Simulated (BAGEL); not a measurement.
**BNH3O (SMILES N[B]O): UHF/3-21G (density fitting with qzvpp-jkfit)**

What is the vertical electron affinity of BNH3O at UHF/3-21G (density fitting with qzvpp-jkfit)? 

The results are computed with BAGEL 1.2.2.

1 further run of the same task is left out (set aside as unsound or not needed).

## 1. Starting point

BNH3O has 6 atoms, charge 0, and is taken as a doublet. SMILES: `N[B]O`. Geometry: relaxed at PBE0-D4/def2-TZVP. This is one conformer, not always the lowest.

Bond lengths: N1–B2 1.390 Å, B2–O3 1.359 Å, N1–H4 1.002 Å, N1–H5 1.010 Å, O3–H6 0.958 Å. Angles: N1–B2–O3 122.6°, B2–N1–H4 122.8°, B2–N1–H5 122.6°, B2–O3–H6 113.3°, H4–N1–H5 114.6°.

## 2. A single-point energy at UHF/3-21G (density fitting with qzvpp-jkfit)

hf.json reads:

```json
{ "bagel" : [

{
  "title" : "molecule",
  "basis" : "3-21g",
  "df_basis" : "qzvpp-jkfit",
  "angstrom" : true,
  "geometry" : [
    { "atom" : "N", "xyz" : [   -0.781300,    0.184600,   -0.560400 ] },
    { "atom" : "B", "xyz" : [    0.032600,   -0.490400,    0.341500 ] },
    { "atom" : "O", "xyz" : [    1.270200,   -0.047100,    0.684600 ] },
    { "atom" : "H", "xyz" : [   -1.694900,   -0.139800,   -0.815500 ] },
    { "atom" : "H", "xyz" : [   -0.498900,    1.042700,   -1.012000 ] },
    { "atom" : "H", "xyz" : [    1.714300,   -0.614000,    1.315700 ] }
  ]
},
{
  "title" : "uhf",
  "nopen" : 1
},
{
  "title" : "print",
  "file" : "orbitals.molden",
  "orbitals" : true
}

]}
```

Started as:

```console
BAGEL_NUM_THREADS=1 BAGEL hf.json > hf.out
```

The log of the run:

```text
* using 1 threads per process

  ===============================================================
  ===============================================================

  *** Geometry ***

  { "atom" : "N", "xyz" : [     -1.476443,      0.348843,     -1.059003 ] },
  { "atom" : "B", "xyz" : [      0.061605,     -0.926722,      0.645341 ] },
  { "atom" : "O", "xyz" : [      2.400330,     -0.089006,      1.293707 ] },
  { "atom" : "H", "xyz" : [     -3.202897,     -0.264184,     -1.541072 ] },
  { "atom" : "H", "xyz" : [     -0.942784,      1.970417,     -1.912403 ] },
  { "atom" : "H", "xyz" : [      3.239557,     -1.160292,      2.486313 ] },

  Number of auxiliary basis functions:      283

  Since a DF basis is specified, we compute 2- and 3-index integrals:
    o Being stored without compression. Storage requirement is 0.002 GB

  Number of basis functions:       33
  Number of electrons      :       23

    * METHOD: MOLECULE                             0.04

  *** Open-shell HF ***

  === Nuclear Repulsion ===
    61.4384600547

      * DIIS with orbital gradients will be used.

  === UHF iteration (3-21g) ===
      0       -154.76513653          0.08435869           0.01
      1       -154.87940134          0.04442638           0.01
      2       -154.90591846          0.02522156           0.01
      3       -154.91640279          0.00189663           0.01
      4       -154.91694806          0.00089504           0.01
      5       -154.91703054          0.00022468           0.01
      6       -154.91706059          0.00004391           0.01
      7       -154.91706474          0.00001934           0.01
      8       -154.91706626          0.00000675           0.01
      9       -154.91706650          0.00000346           0.01
     10       -154.91706656          0.00000149           0.01
     11       -154.91706658          0.00000113           0.01
     12       -154.91706658          0.00000052           0.01
     13       -154.91706658          0.00000021           0.01
     14       -154.91706658          0.00000010           0.01
     15       -154.91706658          0.00000005           0.01
     16       -154.91706658          0.00000002           0.01
     17       -154.91706658          0.00000001           0.01
    * SCF iteration converged.

    * S^2 (UHF) is 0.7540

    * Permanent dipole moment:
           (    0.260152,     0.154874,     0.029057) a.u.

    * METHOD: UHF                                  0.21

    * METHOD: PRINT                                0.00

  ===============================================================
```

Run time: 0.42 s. Hardware: 1 thread of Arm Neoverse V2, shared host.

## 3. The singlet anion

hf.json reads:

```json
{ "bagel": [

{
  "title": "molecule",
  "basis": "3-21g",
  "df_basis": "qzvpp-jkfit",
  "angstrom": true,
  "geometry": [
    { "atom": "N", "xyz": [      -0.781300,       0.184600,      -0.560400 ] },
    { "atom": "B", "xyz": [       0.032600,      -0.490400,       0.341500 ] },
    { "atom": "O", "xyz": [       1.270200,      -0.047100,       0.684600 ] },
    { "atom": "H", "xyz": [      -1.694900,      -0.139800,      -0.815500 ] },
    { "atom": "H", "xyz": [      -0.498900,       1.042700,      -1.012000 ] },
    { "atom": "H", "xyz": [       1.714300,      -0.614000,       1.315700 ] }
  ]
},

{ "title": "hf", "charge": -1 },

{ "title": "print", "file": "orbitals.molden", "orbitals": true }

]}
```

Started as:

```console
BAGEL_NUM_THREADS=1 BAGEL hf.json > hf.out
```

The log of the run:

```text
* using 1 threads per process

  ===============================================================
  ===============================================================

  *** Geometry ***

  { "atom" : "N", "xyz" : [     -1.476443,      0.348843,     -1.059003 ] },
  { "atom" : "B", "xyz" : [      0.061605,     -0.926722,      0.645341 ] },
  { "atom" : "O", "xyz" : [      2.400330,     -0.089006,      1.293707 ] },
  { "atom" : "H", "xyz" : [     -3.202897,     -0.264184,     -1.541072 ] },
  { "atom" : "H", "xyz" : [     -0.942784,      1.970417,     -1.912403 ] },
  { "atom" : "H", "xyz" : [      3.239557,     -1.160292,      2.486313 ] },

  Number of auxiliary basis functions:      283

  Since a DF basis is specified, we compute 2- and 3-index integrals:
    o Being stored without compression. Storage requirement is 0.002 GB

  Number of basis functions:       33
  Number of electrons      :       23

    * METHOD: MOLECULE                             0.04

  *** RHF ***

  === Nuclear Repulsion ===
    61.4384600547

      * DIIS with orbital gradients will be used.

  === RHF iteration (3-21g) ===
      0       -154.59812840          0.04808393           0.00
      1       -154.75100355          0.02394809           0.00
      2       -154.79175125          0.00212335           0.00
      3       -154.79314223          0.00070606           0.00
      4       -154.79334468          0.00029168           0.00
      5       -154.79340105          0.00011492           0.00
      6       -154.79341161          0.00003648           0.00
      7       -154.79341279          0.00001053           0.00
      8       -154.79341285          0.00000315           0.00
      9       -154.79341285          0.00000126           0.00
     10       -154.79341285          0.00000040           0.00
     11       -154.79341285          0.00000008           0.00
     12       -154.79341285          0.00000003           0.00
     13       -154.79341285          0.00000001           0.00
     14       -154.79341285          0.00000000           0.00
    * SCF iteration converged.

    * Permanent dipole moment:
           (   -0.427898,    -1.224566,     0.631073) a.u.

    * METHOD: HF                                   0.11

    * METHOD: PRINT                                0.00

  ===============================================================
```

Wall time 0.32 s (1 thread of Arm Neoverse V2, shared host).

## 4. Summary of results

At UHF/3-21G (density fitting with qzvpp-jkfit):

```
                                                            quantity          value
                                         doublet BNH3O: total energy  -154.91707 Eh
                                        doublet BNH3O: dipole moment         0.77 D
                                                 doublet BNH3O: ⟨S²⟩          0.754
                                         singlet anion: total energy  -154.79341 Eh
                                          singlet anion: HOMO energy        2.46 eV
                                          singlet anion: LUMO energy       13.39 eV
singlet anion: HOMO–LUMO gap (to an unbound level, set by the basis)       10.93 eV
                   vertical electron affinity (to the singlet anion)      -3.365 eV
```

**Reading.** The anion lies 3.36 eV (78 kcal/mol) above the neutral: the electron isn't bound at this level, and such a value depends on the basis. Without diffuse functions anions come out too high. Hartree–Fock misses the correlation that binds many anions. The HOMO (singlet anion) lies at positive energy, 2.46 eV: the electron is unbound at this level or held by a compact basis; values depend on the basis.
